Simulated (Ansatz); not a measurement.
# CH4AlNa: the cost of one run

Program: Ansatz 0.2.0. Level of theory: RKS PBE/6-31G*. These are calculated values, not measurements.

## (1) Starting point

Bond lengths: C1–Al2 2.010 Å, Al2–Na3 2.731 Å, C1–H4 1.101 Å, C1–H5 1.100 Å, C1–H6 1.101 Å, Al2–H7 1.617 Å. Angles: C1–Al2–Na3 127.1°, C1–Al2–H7 105.9°, Na3–Al2–H7 127.0°, Al2–C1–H4 112.4°, Al2–C1–H5 114.5°, Al2–C1–H6 112.5°, H4–C1–H5 105.7°, H4–C1–H6 105.3°, H5–C1–H6 105.7°.

Structure file:

```xyz
7

C    -0.7979    0.4785   -0.3059
Al    0.9438   -0.3816    0.2116
Na    1.2955   -2.5020    1.8971
H    -1.3526    0.8607    0.5655
H    -0.6991    1.3313   -0.9937
H    -1.4850   -0.2257   -0.8008
H     2.0953    0.4388   -0.5738
```

## (2) Preparing the start

Input file input.yaml:

```yaml
crystal:
  periodic: [false, false, false]
  atoms:
    - { symbol: C, position_ang: [-0.79786, 0.47853, -0.30594] }
    - { symbol: Al, position_ang: [0.94378, -0.38165, 0.21159] }
    - { symbol: Na, position_ang: [1.29552, -2.502, 1.89711] }
    - { symbol: H, position_ang: [-1.3526, 0.86069, 0.56553] }
    - { symbol: H, position_ang: [-0.69906, 1.33129, -0.99368] }
    - { symbol: H, position_ang: [-1.48505, -0.22567, -0.80084] }
    - { symbol: H, position_ang: [2.09526, 0.43882, -0.57378] }
basis:
  gaussian: { orbitals: "6-31G*" }
hamiltonian:
  xc: pbe
relax:
  f_tol: 0.02
  max_steps: 40
scf:
  lower_state_search: "off"
```

Launch:

```
> ansatz run input.yaml --threads 1 --pin off --max-ram 2048MiB --backend cpu --events-out ev --progress --plain --runs-dir out
```

Q: Estimate wall time and peak memory on 1 thread of an Arm CPU, shared host.

About 4.8 s, with a peak of 0.11 GiB.
